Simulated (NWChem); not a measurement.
# One shape, several levels: HNCO (isocyanic acid)

Wanted: a comparison of 3 runs (TPSS/def2-TZVPP, r2SCAN/def2-TZVPP, revPBE/def2-TZVPP) of HNCO (isocyanic acid). 

The calculation is run with NWChem 7.3.0.

**1. The molecule**

HNCO has 4 atoms, charge 0, and is taken as a singlet. SMILES: `N=C=O`. The N1–H4 distance was set to 2.209 Å, away from the relaxed value. At this shape a bond of the SMILES string is far longer than usual.

Bond lengths: N1–C2 1.208 Å, C2–O3 1.161 Å. Angles: N1–C2–O3 173.0°.

**2. The energy at TPSS/def2-TZVPP (run 1)**

chno.nw

```
start chno
memory stack 880 mb heap 220 mb global 1100 mb
charge 0

geometry units angstrom noautosym nocenter noautoz
N     -0.591815    -0.361520    -0.921087
C     -1.559115     0.190080    -0.452087
O     -2.558615     0.674480    -0.115087
H      1.419000    -0.415200    -0.007200
end

basis spherical bse
* library def2-TZVPP
end

dft
xc xtpss03 ctpss03
grid fine
convergence energy 1e-08
maxiter 100
mulliken
print medium
end

task dft energy
```

On the command line:

```sh
nwchem chno.nw > chno.out
```

Standard output:

```text
[...]
          Wavefunction type:  closed shell.
          No. of atoms     :     4
          No. of electrons :    22
[...]
          Charge           :     0
          Spin multiplicity:     1
[...]
          AO basis - number of functions:   107
[...]
              XC Information
              --------------
                  TPSS metaGGA Exchange Functional  1.000
             TPSS03 metaGGA Correlation Functional  1.000
[...]
 d= 0,ls=0.0,diis     1   -168.4155920404 -2.25D+02  1.70D-02  9.02D-01     1.1
[...]
 d= 0,ls=0.5,diis    91   -168.5983455857 -8.71D-09  3.02D-07  1.38D-07    82.4
         Total DFT energy =     -168.598345592698
      One electron energy =     -340.983661214182
           Coulomb energy =      136.953981314586
    Exchange-Corr. energy =      -21.116034521338
 Nuclear repulsion energy =       56.547368828236
[...]
      Total Density - Mulliken Population Analysis
     ---------------------------------------------
    Atom       Charge   Shell Charges
 -----------   ------   -------------------------------------------------------
    1 N    7     7.26   0.82  1.15  0.62  0.88  0.32  1.41  1.34  0.68  0.01  0.02  0.00
    2 C    6     5.79   0.86  1.11  0.58  0.43  0.01  1.32  1.05  0.22  0.05  0.13  0.03
    3 O    8     8.13   0.79  1.18  0.62  0.91  0.30  1.88  1.75  0.67  0.00  0.02  0.00
    4 H    1     0.82   0.13  0.38  0.30 -0.00  0.01  0.00
[...]
```

It took 84 s on 1 thread of AMD EPYC 9R45 (Zen 5), shared host; peak memory 0.12 GiB.

**3. The energy at r2SCAN/def2-TZVPP (run 2)**

geom.nw

```
start geom
memory stack 880 mb heap 220 mb global 1100 mb
charge 0
geometry units angstrom noautosym nocenter noautoz
   N       -0.591815      -0.361520      -0.921087
   C       -1.559115       0.190080      -0.452087
   O       -2.558615       0.674480      -0.115087
   H        1.419000      -0.415200      -0.007200
end
basis spherical bse
   * library def2-TZVPP
end
dft
   xc r2scan
   mult 1
   grid fine
   convergence energy 1e-08
   iterations 100
   mulliken
end
task dft energy
```

On the command line:

```sh
nwchem geom.nw > geom.out
```

Standard output:

```text
[...]
          Wavefunction type:  closed shell.
          No. of atoms     :     4
          No. of electrons :    22
[...]
          Charge           :     0
          Spin multiplicity:     1
[...]
          AO basis - number of functions:   107
[...]
              XC Information
              --------------
                      r^2SCAN Method XC Functional
               r^2SCAN metaGGA Exchange Functional  1.000
                     r^2SCAN Correlation Potential  1.000
[...]
 d= 0,ls=0.0,diis     1   -168.3114201771 -2.25D+02  1.63D-02  8.85D-01     1.1
[...]
 d= 0,ls=0.5,diis    91   -168.4808603182 -9.02D-09  4.60D-07  1.24D-07    80.9
         Total DFT energy =     -168.480860325909
      One electron energy =     -340.963806649230
           Coulomb energy =      136.924176793114
    Exchange-Corr. energy =      -20.988599298028
 Nuclear repulsion energy =       56.547368828236
[...]
      Total Density - Mulliken Population Analysis
     ---------------------------------------------
    Atom       Charge   Shell Charges
 -----------   ------   -------------------------------------------------------
    1 N    7     7.34   0.82  1.15  0.61  0.88  0.37  1.40  1.39  0.69  0.01  0.03  0.00
    2 C    6     5.67   0.86  1.11  0.59  0.38 -0.01  1.29  1.05  0.19  0.05  0.13  0.03
    3 O    8     8.19   0.79  1.18  0.62  0.90  0.34  1.87  1.78  0.66  0.00  0.02  0.00
    4 H    1     0.80   0.13  0.36  0.30  0.00  0.01  0.00
[...]
```

It took 83 s on 1 thread of AMD EPYC 9R45 (Zen 5), shared host; peak memory 0.12 GiB.

**4. A single-point energy at revPBE/def2-TZVPP (run 3)**

chno.nw

```
start chno
title "CHNO revPBE"
memory total 2200 mb
geometry units angstrom noautosym nocenter noautoz
   N       -0.591815      -0.361520      -0.921087
   C       -1.559115       0.190080      -0.452087
   O       -2.558615       0.674480      -0.115087
   H        1.419000      -0.415200      -0.007200
end
basis spherical bse
   * library def2-TZVPP
end
dft
   xc revpbe cpbe96
   grid fine
   convergence energy 1e-08
   iterations 100
   mulliken
   noprint "final vectors analysis"
end
task dft
```

On the command line:

```sh
nwchem chno.nw > chno.out
```

Standard output:

```text
[...]
          Wavefunction type:  closed shell.
          No. of atoms     :     4
          No. of electrons :    22
[...]
          Charge           :     0
          Spin multiplicity:     1
[...]
          AO basis - number of functions:   107
[...]
              XC Information
              --------------
                        RevPBE Exchange Functional  1.000
            Perdew 1991 LDA Correlation Functional  1.000 local
           PerdewBurkeErnz. Correlation Functional  1.000 non-local
[...]
 d= 0,ls=0.0,diis     1   -168.3457454488 -2.25D+02  1.75D-02  1.09D+00     1.0
[...]
 d= 0,ls=0.5,diis    95   -168.5389487516 -8.60D-09  2.85D-07  1.46D-07    76.7
         Total DFT energy =     -168.538948758678
      One electron energy =     -340.952027226087
           Coulomb energy =      136.917133817721
    Exchange-Corr. energy =      -21.051424178548
 Nuclear repulsion energy =       56.547368828236
[...]
      Total Density - Mulliken Population Analysis
     ---------------------------------------------
    Atom       Charge   Shell Charges
 -----------   ------   -------------------------------------------------------
    1 N    7     7.24   0.82  1.15  0.62  0.88  0.28  1.42  1.36  0.68  0.01  0.03  0.00
    2 C    6     5.80   0.86  1.11  0.59  0.40  0.02  1.32  1.04  0.27  0.05  0.12  0.03
    3 O    8     8.13   0.79  1.17  0.62  0.92  0.28  1.88  1.75  0.68  0.00  0.02  0.00
    4 H    1     0.82   0.14  0.37  0.31  0.00  0.01  0.00
[...]
```

Wall time 78 s (1 thread of AMD EPYC 9R45 (Zen 5), shared host); peak memory 0.12 GiB.

**5. Overview of the runs**

```tsv
run	level	energy (Eh)	dipole moment (D)	HOMO energy (eV)	LUMO energy (eV)	wall time
1	TPSS/def2-TZVPP	-168.598346	2.06	-7.24	-6.48	84 s
2	r2SCAN/def2-TZVPP	-168.480860	2.28	-7.44	-6.56	83 s
3	revPBE/def2-TZVPP	-168.538949	2.04	–	–	78 s
```

**6. What came out**

```
            quantity          value
 run 3: total energy  -168.53895 Eh
run 3: dipole moment         2.04 D
```

What this shows: The dipole moment (its size) runs from 2.04 D (revPBE/def2-TZVPP) to 2.28 D (r2SCAN/def2-TZVPP). Totals of different functionals can't be ranked against each other. In runs 1, 2, 3 a closed-shell determinant meets a far-stretched bond, which it describes badly. All runs together took 4.1 min, the longest 84 s.
